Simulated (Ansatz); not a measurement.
hcp Be was calculated with r²SCAN+rVV10 (Ansatz, an electronic-structure program, PAW).

Run with plane-wave cutoff 560 eV, 30×30×16 k mesh (along the axes of the cell as run), Fermi–Dirac smearing 0.05 eV, scalar-relativistic PAW data made under PBE.

Response to compression and expansion:

Shape and atoms are relaxed at each volume.

```tsv
V (Å³/atom)	P (GPa)	c (Å)	a (Å)
7.584	5.44	3.519	2.231
7.742	2.60	3.541	2.247
7.900	0.00	3.563	2.263
8.058	-2.39	3.585	2.278
8.216	-4.58	3.606	2.294
```

Note: the bulk modulus comes from volumes at which shape and atoms were relaxed.
